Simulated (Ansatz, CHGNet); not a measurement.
Equilibrium lattice constant a (Å) of solids drawn from the class of oxides, at two levels: the machine-learned potential CHGNet-r²SCAN (trained on r²SCAN data), and PBE (PAW; Ansatz, a quantum-chemistry and plane-wave program).

```json
[
 {"solid": "cubic perovskite KTaO3", "CHGNet-r²SCAN": "3.994", "PBE": "4.025"},
 {"solid": "rock-salt SrO", "CHGNet-r²SCAN": "5.169", "PBE": "?"},
 {"solid": "cubic perovskite BaZrO3", "CHGNet-r²SCAN": "4.212", "PBE": "4.227"},
 {"solid": "rock-salt CaO", "CHGNet-r²SCAN": "4.809", "PBE": "4.831"},
 {"solid": "cubic perovskite BaHfO3", "CHGNet-r²SCAN": "4.173", "PBE": "4.206"},
 {"solid": "rock-salt MgO", "CHGNet-r²SCAN": "4.203", "PBE": "4.254"}
]
```

Question: Estimate the withheld PBE value from the other rows.

Answer: One way: carry over the typical ratio. The ratios PBE / CHGNet-r²SCAN of the other rows, in order: 1.0036, 1.0046, 1.0078, 1.0079, 1.0121; median 1.0078. Rock-salt SrO: 5.169 × 1.0078 = 5.209 Å; the run gives 5.195 Å. The ratios spread from 1.0036 to 1.0121, so such an estimate is rough.

Of 6 rows, PBE is the larger in 6 and the smaller in 0.

Ansatz's runs of these crystals have no spin polarisation.

Spin–orbit coupling is left out, also for the solids with elements from indium on (cubic perovskite KTaO3, cubic perovskite BaZrO3, cubic perovskite BaHfO3); its size isn't shown.

Ansatz's density-functional and Hartree–Fock values are scalar-relativistic unless marked +SOC, with PAW data made under PBE.
